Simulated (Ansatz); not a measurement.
A made-up structure of H$_{2}$S$_{2}$O$_{2}$, singlet:

O1  (-0.067, 0.678, -1.357)
S2  (1.208, -0.004, -0.603)
O3  (0.492, -0.922, 0.552)
S4  (-0.038, -0.156, 1.960)
H5  (0.876, -1.812, 0.594)
H6  (-1.174, 0.354, 1.448)
(Å)

It is relaxed with PBE-D4/def2-SVP and then PBE0-D4/def2-TZVP (Ansatz 0.2.0). Atoms count as bonded within 1.22 times the sum of their covalent radii (H–H: 0.88 Å). The end point is not checked to be a true minimum.

Does its bonding change? (Judge from chemistry; the calculation decides.)

The calculation gives: Yes. Formed: S4–H5; broken: O3–S4, O3–H5.

Where it ends: The first stage lowers the energy by 4.06 eV in 99 steps. It ends as a complex of H₂S + SO₂:
O1  (1.641, -0.157, -1.033)
S2  (0.284, 0.308, -1.047)
O3  (-0.749, -0.643, -1.341)
S4  (-0.087, 0.142, 2.100)
H5  (1.049, -0.573, 2.077)
H6  (-0.841, -0.938, 1.839)
(Å)

For scale, one of the runs: PBE0-D4/def2-TZVP relaxation, 148 basis functions, launched by `ansatz run in.yaml --threads 2 --pin off --events-out ev --progress --plain --max-ram 4352MiB`. The run took about 45 s on 2 CPU threads of an Arm Neoverse N1 (shared host).
